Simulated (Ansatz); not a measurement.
Relaxation of C$_{2}$H$_{2}$FNO (7 atoms, charge 0, multiplicity 1), to a largest force component of 0.02 eV/Å in at most 50 steps.

Computed with UKS PBE/def2-SVP in Ansatz.

```xyz
7
Properties=species:S:1:pos:R:3:forces:R:3
N -0.898 0.851 1.486 -4.99 1.91 8.61
C -0.300 0.507 0.575 4.46 -1.32 -6.16
C 0.384 0.074 -0.431 1.80 -0.16 -2.17
O 0.272 -1.199 -0.856 -0.96 -0.87 0.98
F 1.350 0.831 -1.034 -0.15 0.08 -0.48
H -1.599 0.188 1.796 -1.52 0.70 0.72
H 0.853 -1.321 -1.582 1.36 -0.33 -1.50
```

Task: Where does it end, and by what steps?

Result: The run converged. After 16 steps the energy has fallen by 2.325 eV; H7 moved furthest, 0.55 Å. The start is strongly strained (largest force component 9 eV/Å).

```csv
step,energy less start (eV),largest force component (eV/Å),accepted
0,0.0000,8.609,yes
1,-1.1660,1.907,yes
2,-1.6220,2.183,yes
3,-2.0364,1.732,yes
4,-2.1384,0.943,yes
5,-2.1680,0.925,yes
6,-2.2825,0.405,yes
7,-2.3010,0.820,yes
8,-2.3185,0.401,yes
9,-2.3199,0.510,yes
10,-2.3227,0.146,yes
11,-2.3231,0.134,yes
12,-2.3208,0.224,no
13,-2.3244,0.028,yes
14,-2.3244,0.052,yes
15,-2.3245,0.027,yes
16,-2.3245,0.010,yes
```

```xyz
7
Properties=species:S:1:pos:R:3
N -0.732 0.439 1.741
C -0.293 0.290 0.588
C 0.363 0.063 -0.548
O 0.288 -1.100 -1.236
F 1.013 1.073 -1.183
H -1.732 0.722 1.774
H 1.153 -1.555 -1.181
```

Whether the end is a true minimum wasn't checked by a vibrational analysis.

The run took 26 s on 2 threads of Intel(R) Xeon(R) Platinum 8488C (Sapphire Rapids) (shared host), peak memory 0.18 GiB.
